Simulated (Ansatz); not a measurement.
**hcp Hf**

These are r²SCAN in Ansatz (PAW) values and carry that method's errors.

Numerical settings: plane-wave cutoff 500 eV, 5×5×5 k mesh, Fermi–Dirac smearing 0.1 eV, cell of 36 sites, scalar-relativistic PAW data made under PBE.

Cell: relaxed at this level.

```json
{
 "vacancy_formation_energy": "2.57 eV",
 "vacancy_formation_energy_before_relaxation": "2.61 eV"
}
```

Note: energies are extrapolated to zero smearing, and mesh and cell size move such values by some hundredths of an eV or more.

Spin–orbit coupling is not included.

Computed values are for the static lattice.

It cost about 80 core-minutes (a rough figure) of CPU time.

Ansatz is a quantum-chemistry and plane-wave program.
